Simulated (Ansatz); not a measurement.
Geometry optimisation of C4H9F, SMILES `CCCCF`.

```yaml
crystal:
  periodic: [false, false, false]
  atoms:
    - {symbol: C, position_ang: [-1.536825, 0.786892, 0.942545]}
    - {symbol: C, position_ang: [-0.578324, 0.454974, -0.200521]}
    - {symbol: C, position_ang: [0.538887, -0.512073, 0.202776]}
    - {symbol: C, position_ang: [1.522449, -0.804630, -0.916838]}
    - {symbol: F, position_ang: [2.142038, 0.368360, -1.339369]}
    - {symbol: H, position_ang: [-2.038455, -0.124586, 1.330801]}
    - {symbol: H, position_ang: [-1.001273, 1.255138, 1.794943]}
    - {symbol: H, position_ang: [-2.329524, 1.491684, 0.620242]}
    - {symbol: H, position_ang: [-0.110996, 1.384067, -0.589807]}
    - {symbol: H, position_ang: [-1.143627, 0.019886, -1.055115]}
    - {symbol: H, position_ang: [1.100468, -0.098929, 1.069836]}
    - {symbol: H, position_ang: [0.108919, -1.479972, 0.545727]}
    - {symbol: H, position_ang: [1.002009, -1.254451, -1.794548]}
    - {symbol: H, position_ang: [2.311254, -1.515558, -0.581871]}
basis:
  gaussian: {orbitals: def2-TZVP}
hamiltonian: {xc: pbe0, dispersion: d4}
relax: {f_tol: 0.005, max_steps: 150}
```

```sh
$ ansatz run in.yaml --threads 4 --pin off --events-out ev --progress --plain --max-ram 10444MiB
```

It prints (some lines left out):

```
Functional definition: PBE0
mean field -7006.76061709 eV, -257.4937033251 hartree, gradient 6.4e-6 eV, S^2 0.000000; 0 other end points of the search recorded, 0 dependent functions left out
relax step   1: F+E_penalty+E_count = -7006.94453722 eV  Δ(F+E_penalty+E_count) = +0.000e0 eV  max|allowed force component| = 4.688e-1 eV/Å  Δτ_max = 0.0000 Å  (28 SCF iters, accepted)
mean field -7006.81005443 eV, -257.4955201138 hartree, gradient 1.3e-5 eV, S^2 0.000000; 0 other end points of the search recorded, 0 dependent functions left out
relax step   2: F+E_penalty+E_count = -7006.99477114 eV  Δ(F+E_penalty+E_count) = -5.023e-2 eV  max|allowed force component| = 1.529e-1 eV/Å  Δτ_max = 0.0279 Å  (30 SCF iters, accepted)
mean field -7006.81465183 eV, -257.4956890653 hartree, gradient 1.3e-5 eV, S^2 0.000000; 0 other end points of the search recorded, 0 dependent functions left out
relax step   3: F+E_penalty+E_count = -7006.99945804 eV  Δ(F+E_penalty+E_count) = -4.687e-3 eV  max|allowed force component| = 3.404e-2 eV/Å  Δτ_max = 0.0133 Å  (32 SCF iters, accepted)
mean field -7006.81475786 eV, -257.4956929619 hartree, gradient 1.3e-5 eV, S^2 0.000000; 0 other end points of the search recorded, 0 dependent functions left out
relax step   4: F+E_penalty+E_count = -7006.99963828 eV  Δ(F+E_penalty+E_count) = -1.802e-4 eV  max|allowed force component| = 1.482e-2 eV/Å  Δτ_max = 0.0062 Å  (31 SCF iters, accepted)
mean field -7006.81486145 eV, -257.4956967684 hartree, gradient 1.3e-5 eV, S^2 0.000000; 0 other end points of the search recorded, 0 dependent functions left out
relax step   5: F+E_penalty+E_count = -7006.99970927 eV  Δ(F+E_penalty+E_count) = -7.098e-5 eV  max|allowed force component| = 9.162e-3 eV/Å  Δτ_max = 0.0091 Å  (30 SCF iters, accepted)
mean field -7006.81489387 eV, -257.4956979601 hartree, gradient 1.3e-5 eV, S^2 0.000000; 0 other end points of the search recorded, 0 dependent functions left out
relax step   6: F+E_penalty+E_count = -7006.99972402 eV  Δ(F+E_penalty+E_count) = -1.475e-5 eV  max|allowed force component| = 2.223e-3 eV/Å  Δτ_max = 0.0036 Å  (32 SCF iters, accepted)
mean field -7006.81489387 eV, -257.4956979601 hartree, gradient 1.3e-5 eV, S^2 0.000000; 1 other end points of the search recorded, 0 dependent functions left out
Total energy: -7006.99975605 eV, -257.5024915198 hartree
Atom 0 at    -1.524739     0.773681     0.935533 Å, force     0.000447     0.000266    -0.000325 eV/Å
Atom 1 at    -0.575441     0.455716    -0.206082 Å, force    -0.000935    -0.000072     0.000634 eV/Å
Atom 2 at     0.536951    -0.495366     0.204844 Å, force    -0.000391     0.000592    -0.000077 eV/Å
Atom 3 at     1.504333    -0.808378    -0.906459 Å, force     0.001790    -0.000240    -0.002223 eV/Å
Atom 4 at     2.168502     0.341573    -1.308228 Å, force     0.000542    -0.000351     0.000221 eV/Å
Atom 5 at    -2.001959    -0.132771     1.319149 Å, force     0.000236    -0.000303    -0.000334 eV/Å
Atom 6 at    -0.994366     1.243555     1.768516 Å, force    -0.000274     0.000241    -0.000203 eV/Å
Atom 7 at    -2.315907     1.456897     0.619280 Å, force     0.000224     0.000064     0.000277 eV/Å
Atom 8 at    -0.130990     1.379068    -0.588553 Å, force    -0.000675     0.000304    -0.000365 eV/Å
Atom 9 at    -1.133703     0.015393    -1.040621 Å, force     0.000354     0.000035     0.000460 eV/Å
Atom 10 at     1.094916    -0.078020     1.050649 Å, force    -0.000633    -0.000408     0.000800 eV/Å
Atom 11 at     0.110034    -1.444505     0.551849 Å, force     0.000652    -0.000336     0.000116 eV/Å
Atom 12 at     0.986067    -1.207736    -1.785219 Å, force    -0.001059     0.000213     0.000180 eV/Å
Atom 13 at     2.263301    -1.528305    -0.585856 Å, force    -0.000278    -0.000004     0.000838 eV/Å
Dipole moment:    -0.212794    -0.263822     0.135106 e Å
```

Run time 24 s (4 threads of an Arm Neoverse V1 on a shared host); peak host memory 0.5 GiB.
